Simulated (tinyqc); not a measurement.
Hueckel theory of the pi electrons with the omega technique, for the molecule C=C (SMILES; centres numbered as the heavy atoms are written), step by step. Computed by tinyqc, a small Python program that keeps every step. Settings: charge = 0, omega = 1.4, damping = 0.7. Command: `OMP_NUM_THREADS=1 python tinyqc.py 22522 22523 out.jsonl` (the two numbers bound the seeds that draw the settings). One thread of a shared host (Intel(R) Xeon(R) Processor @ 2.60GHz), about 0.01 s of CPU time with the checks.

## The Hueckel matrix

Centres:
```
centre  z_r, pi electrons of the neutral centre         h
1C                                            1  0.000000
2C                                            1  0.000000
```

Bonds:
```
i  j  k
1  2  1
```

H_rr = alpha + h_r beta, H_rs = k_rs beta for bonded centres.

Hueckel matrix in units of beta (H = alpha + beta A), order 1C, 2C:
$$\begin{pmatrix}
0.000000 & 1.000000 \\
1.000000 & 0.000000
\end{pmatrix}$$

## Orbitals, round 1

pi electrons, sum of z_r less the charge = 2

Diagonalise; E = alpha + x beta with beta < 0, so the largest x are filled first; degenerate levels share their electrons. P = sum n_i c_ri c_si; each orbital has its largest coefficient positive (the first on a tie).

x values: [1.000000, -1.000000]

occupations: [2.000000, 0.000000]

coefficients, order 1C, 2C:
$$\begin{pmatrix}
0.707107 & 0.707107 \\
0.707107 & -0.707107
\end{pmatrix}$$

charge and bond-order matrix P, order 1C, 2C:
$$\begin{pmatrix}
1.000000 & 1.000000 \\
1.000000 & 1.000000
\end{pmatrix}$$

## Omega technique, round 1

h_r = h_r(0) + omega q_r, omega = 1.4, with q_r = z_r - P_rr; 0.7 of the old diagonal is kept.

matrix after round 1, order 1C, 2C:
$$\begin{pmatrix}
0.000000 & 1.000000 \\
1.000000 & 0.000000
\end{pmatrix}$$

## Convergence

Each round sets h_r = h_r(0) + omega (z_r - P_rr), keeping the share named as damping of the old diagonal; repeat until output and input diagonals agree to 1e-6.

Rounds:
```
round   sum n x  largest |h(out) - h(in)|
1      2.000000                  3.11e-16
```

Converged in 1 rounds.

## Energy, charges, bond orders

E = sum n x; q_r = z_r - P_rr; bond order p = P_rs; free valence = sqrt(3) - sum of p over the bonds of the atom.

pi energy = 2 alpha + this times beta = 2.000000

pi charges: 1C 0.000000, 2C 0.000000

Bond orders and lengths from R = 1.517 - 0.180 p (angstrom, C-C alone):
```
bond         p         R
1-2   1.000000  1.337000
```

free valence of the carbons: 1C 0.732051, 2C 0.732051

gap between the highest filled and the next level = 2.000000 |beta|
